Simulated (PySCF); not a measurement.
## The first ionisation energy along group 13

All values are computed (PySCF 2.14, energy differences of UHF-based or UKS calculations, no spin-orbit coupling). Values in eV. The last column holds reference values (NIST; (s) semi-empirical, (t) theoretical, else measured). Unmarked ones compare directly (S terms, centres of terms, or small fine structure); those marked * lie between the lowest fine-structure levels and include a spin-orbit shift.

```csv
element,configurations,CCSD(T) (valence and next inner shell),LDA,PBE,r2SCAN,SCS-MP2 (valence),CCSD(T) (valence),reference
"B (aug-cc-pwCVDZ, non-relativistic)",[He] 2s2 2p1 → [He] 2s2,8.095,8.621,8.650,8.743,8.108,8.083,8.297
"Al (aug-cc-pwCVDZ, non-relativistic)",[Ne] 3s2 3p1 → [Ne] 3s2,5.846,6.042,6.079,6.168,5.739,5.878,5.977
"Ga (aug-cc-pwCVDZ-PP with ECP10MDF, ECP)",[Ar] 3d10 4s2 4p1 → [Ar] 3d10 4s2,5.789,5.996,5.925,6.079,5.665,5.775,5.931
"In (aug-cc-pwCVDZ-PP with ECP28MDF, ECP)",[Kr] 4d10 5s2 5p1 → [Kr] 4d10 5s2,5.421,5.709,5.583,5.708,5.326,5.424,5.603
"Tl (aug-cc-pwCVDZ-PP with ECP60MDF, ECP)",[Xe] 4f14 5d10 6s2 6p1 → [Xe] 4f14 5d10 6s2,5.202,5.569,5.412,5.492,5.115,5.195,5.464
```

```tsv
method	elements	mean error (eV)	mean absolute error (eV)	largest error (eV)
CCSD(T) (valence and next inner shell)	5	-0.184	0.184	-0.262
LDA	5	0.133	0.133	0.324
PBE	5	0.076	0.107	0.353
r2SCAN	5	0.183	0.183	0.446
SCS-MP2 (valence)	5	-0.264	0.264	-0.349
CCSD(T) (valence)	5	-0.184	0.184	-0.269
```

Errors include the incompleteness of the basis and the frozen core.

"Valence" correlates the outer s and p shells and, in groups 3 to 12 and the f block, the outer d or f shell, open or full, or the next shell where the ion has no valence electron left; the wider scheme adds the next inner shell.
